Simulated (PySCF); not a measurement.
Consider ethanol, `CCO` (C2H6O). Numbering: `[CH3:1][CH2:2][OH:3]`

Computed at ωB97X-D3(BJ)/ma-def2-TZVP // PBE0-D3(BJ)/def2-SVP with PySCF (density fitting, grid level 2). The prefix ma- adds one diffuse s and one diffuse p function on all atoms but H. ωB97X-D3(BJ) is ωB97X-V with D3(BJ) in place of VV10. Thermal corrections: PBE0-D3(BJ)/def2-SVP frequencies, unscaled, ideal gas at 298.15 K and 1 bar, quasi-RRHO entropy.

Task: What are the vertical and the adiabatic ionisation energy for forming the radical cation?

Result: 10.69 eV vertical and 10.26 eV adiabatic, the latter with zero-point energy.

Task: Where does the unpaired spin of the relaxed radical cation sit?

Result: O3 (hydroxyl oxygen) 0.53, H (on C2) 0.16, H (on C2) 0.15, C2 (methylene carbon) 0.14 (intrinsic atomic orbital populations).

Task: What oxidation potential follows in DMF (IEF-PCM), given that Fc+/Fc comes at 4.54 V absolute with this functional and basis?

Result: In the gas phase ΔG of oxidation is 10.236 eV, and solvation is -19.9 kJ/mol for the parent and -287.5 kJ/mol for the product, so the absolute potential is 7.46 V, or 2.92 V against Fc+/Fc. Fc+/Fc in DMF, 4.54 V, is ωB97X-D3(BJ)/ma-def2-TZVP on PBE0-D3(BJ)/def2-SVP structures with GFN2-xTB thermal terms. Benchmark calculations put it near 5.0 V in acetonitrile and DMSO, so it is about 0.5 V low, and the value against it can read up to that much too high. The solvent is electrostatics only, on gas-phase structures; the absolute scale refers to an electron at rest in vacuum.

Task: How far is −ε(HOMO) from the vertical value by ΔSCF?

Result: −ε(HOMO) = 10.50 eV, which is 0.19 eV below the ΔSCF value.
